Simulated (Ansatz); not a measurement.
Barrier height from H + PH3 (SMILES P) to the transition structure H4P, without zero-point energy, on the benchmark's geometries as Psi4's copy of the set gives them.
Transition structure (charge 0, multiplicity 2):
```xyz
5

P      0.21743     0.00009    -0.11125
H      0.24661     1.03467     0.85216
H      0.26266    -1.02506     0.86162
H     -1.26642    -0.01095    -0.15063
H     -2.50429     0.00003     0.10558
```

Open shells are unrestricted; no spin–orbit coupling.

Cores are frozen in the correlated methods.

Run with Ansatz (Gaussian basis) for Hartree–Fock, density functionals and correlated methods. Values without a source in brackets are computed.

```
level                    barrier height (kcal/mol)
-----------------------  -------------------------
PBE/def2-TZVPPD                              -1.80
r2SCAN/def2-TZVPPD                           -3.17
BHLYP/def2-TZVPPD                             1.38
wB97X-V/def2-TZVPPD                           3.28
B2PLYP/def2-TZVPPD                            1.37
MP2/cc-pVDZ                                   6.24
CCSD(T)/cc-pVDZ                               4.10
CCSD(T)/aug-cc-pV(T+d)Z                 (withheld)
CCSDT/cc-pVDZ                           (withheld)
```

**Question.** Fill in the missing entries.

**Answer.** 
- CCSD(T)/aug-cc-pV(T+d)Z, barrier height (kcal/mol): 2.87
- CCSDT/cc-pVDZ, barrier height (kcal/mol): 3.98

Ansatz is a first-principles code.
